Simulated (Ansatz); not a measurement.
Basis-set extrapolation for `C/C=C\C=O` (PBE0-D4/def2-TZVP geometry, frozen core, Ansatz 0.2.0). Multiplicity 1, RHF reference.

```
                      def2-TZVPP   def2-QZVPP
                 HF  -229.891440  -229.901963
    MP2 correlation    -0.878915    -0.938747
CCSD(T) correlation    -0.952157      not run
```

Energies in hartree. Use E(X) = E(∞) + A·exp(−7.88·√X) for Hartree–Fock and E(X) = E(∞) + B·X^(−2.97) for correlation, with X = 3 and 4, and add CCSD(T) minus MP2 of the smaller set to the MP2 limit.

**Question.** What is the CCSD(T) energy at the basis-set limit?

**Answer.** HF limit: -229.901963 + (-0.010523) × 0.13774 = -229.90341. MP2 limit: -0.938747 + (-0.059832) × 0.74074 = -0.98307. Higher-order term: -0.952157 − (-0.878915) = -0.07324. Total: -230.95972 hartree, 72.9 kcal/mol below CCSD(T)/def2-TZVPP.
